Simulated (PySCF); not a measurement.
wavenumber (cm⁻¹), absorption (km/mol per cm⁻¹) and a bar:
```
        0      0.005 
       30      0.006 
       60      0.008 
       90      0.010 
      119      0.015 #
      149      0.023 #
      179      0.040 ##
      209      0.087 ####
      239      0.272 #############
      269      0.604 ##############################
      298      0.183 #########
      328      0.067 ###
      358      0.033 #
      388      0.020 #
      418      0.013 #
      448      0.010 
      477      0.007 
      507      0.006 
      537      0.005 
      567      0.004 
      597      0.004 
      627      0.004 
      656      0.003 
      686      0.003 
      716      0.003 
      746      0.003 
      776      0.004 
      806      0.004 
      835      0.004 
      865      0.005 
      895      0.006 
      925      0.008 
      955      0.011 
      985      0.017 #
     1014      0.030 #
     1044      0.065 ###
     1074      0.212 ##########
     1104      0.354 #################
     1134      0.102 #####
     1164      0.041 ##
     1193      0.022 #
     1223      0.015 #
     1253      0.012 
     1283      0.010 
     1313      0.010 
     1343      0.011 
     1372      0.014 #
     1402      0.018 #
     1432      0.028 #
     1462      0.051 ##
     1492      0.121 ######
     1522      0.425 #####################
     1552      0.406 ####################
     1581      0.116 ######
     1611      0.049 ##
     1641      0.026 #
     1671      0.016 #
     1701      0.011 
     1731      0.008 
     1760      0.006
```

This is the computed harmonic infrared spectrum of singlet PON, Lorentzian lines of 44 cm⁻¹ full width. Level of theory: PBE0/[P def2-TZVP, O def2-TZVP, N def2-TZVP], no relativity, density fitting, PySCF.

Task: Which bands make it up, and how are they assigned?

Result: In C∞v symmetry, counting bands above 1 % of the strongest: 264 cm⁻¹ (π, bend, 44 km/mol); 1095 cm⁻¹ (σ+, stretch, 28 km/mol); 1536 cm⁻¹ (σ+, stretch, 42 km/mol).

Other isomers or separated fragments may lie lower.
